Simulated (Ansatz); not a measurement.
# CH₃BSi: single points off equilibrium

How do the functionals fare away from a minimum? The structure is a frame of a short trajectory.

Method: single points in def2-TZVPP; program: Ansatz 0.2.0, Gaussian basis.

Correlated methods freeze the cores.

## 1. The starting structure

SMILES `B1=C[SiH2]1`, 6 atoms, charge 0, spin multiplicity 1.

Atoms are counted from 1 here; the program's logs count them from 0.

Bond lengths: B1–C2 1.382 Å, B1–Si3 1.828 Å, C2–H4 1.099 Å, Si3–H5 1.501 Å, Si3–H6 1.516 Å. Angles: C2–B1–Si3 83.5°, B1–C2–H4 165.2°, B1–Si3–H5 127.0°, B1–Si3–H6 128.8°, H5–Si3–H6 103.8°.

Geometry (Å):

```xyz
6

B    -1.2612   -0.6002   -0.0297
C    -0.0842   -1.3222    0.0253
Si   -0.1345    0.8395   -0.0212
H     0.6750   -2.1170    0.0474
H     0.4141    1.5642   -1.2158
H     0.3271    1.6780    1.1544
```

## 2. PBE-D4/def2-TZVPP

Contents of run/in.yaml:

```yaml
crystal:
  periodic: [false, false, false]
  atoms:
    - {symbol: B, position_ang: [-1.261162, -0.600238, -0.029675]}
    - {symbol: C, position_ang: [-0.084238, -1.322211, 0.025270]}
    - {symbol: Si, position_ang: [-0.134460, 0.839475, -0.021200]}
    - {symbol: H, position_ang: [0.675029, -2.117023, 0.047437]}
    - {symbol: H, position_ang: [0.414062, 1.564201, -1.215802]}
    - {symbol: H, position_ang: [0.327088, 1.678036, 1.154353]}
basis:
  gaussian: {orbitals: def2-TZVPP}
hamiltonian: {xc: pbe, dispersion: d4}
output: {forces: true}
```

Started as:

```
> ansatz run in.yaml --threads 2 --pin off --events-out ev --progress --plain --max-ram 3481MiB
```

## 3. r2SCAN-D4/def2-TZVPP

run/in.yaml: that of step 2 with these lines changed.

```diff
@@ -11,3 +11,3 @@
   gaussian: {orbitals: def2-TZVPP}
-hamiltonian: {xc: pbe, dispersion: d4}
+hamiltonian: {xc: r2scan, dispersion: d4}
 output: {forces: true}
```

## 4. PBE0-D4/def2-TZVPP

run/in.yaml: that of step 3 with these lines changed.

```diff
@@ -11,3 +11,3 @@
   gaussian: {orbitals: def2-TZVPP}
-hamiltonian: {xc: r2scan, dispersion: d4}
-output: {forces: true}
+hamiltonian: {xc: pbe0, dispersion: d4}
+output: {forces: true, orbitals: {seedname: orbitals}}
```

## 5. wB97M-V/def2-TZVPP

run/in.yaml: that of step 4 with these lines changed.

```diff
@@ -11,3 +11,3 @@
   gaussian: {orbitals: def2-TZVPP}
-hamiltonian: {xc: pbe0, dispersion: d4}
-output: {forces: true, orbitals: {seedname: orbitals}}
+hamiltonian: {xc: {name: wB97M-V}}
+output: {forces: true}
```

## 6. CCSD(T)/def2-TZVPP

run/in.yaml: that of step 5 with these lines changed.

```diff
@@ -11,3 +11,3 @@
   gaussian: {orbitals: def2-TZVPP}
-hamiltonian: {xc: {name: wB97M-V}}
+correlation: {method: ccsd_t}
 output: {forces: true}
```

(Steps that only read results are left out.)

**Question.** What will these runs give? Wanted: energy less free atoms, CCSD(T)/def2-TZVPP; RMS force component; RMS force error; HOMO and LUMO, PBE0-D4; T1 diagnostic.

As calculated:

| quantity | value |
| --- | --- |
| energy less free atoms, CCSD(T)/def2-TZVPP | -1924.0 kJ/mol |
| RMS force component | 0.425 to 0.680 eV/Å over the methods |
| RMS force error | PBE-D4 0.181, r2SCAN-D4 0.236, PBE0-D4 0.304, wB97M-V 0.369 eV/Å |
| HOMO and LUMO, PBE0-D4 | -7.05 and -2.48 eV |
| T1 diagnostic | 0.016 |

Against CCSD(T) the functionals' energies less atoms differ by -110.6 to -60.1 kJ/mol, PBE-D4 by -110.6 kJ/mol. The reference is not at the basis limit: in triple zeta CCSD(T) underbinds, which counts against methods that bind more; the gaps are no ranking. On forces the order runs from PBE-D4 to wB97M-V. Frozen-core CCSD(T) forces in triple zeta carry basis errors of their own, and this is one geometry, so small gaps rank nothing. The restricted Hartree–Fock reference is unstable towards an unrestricted one at one or more of these structures.
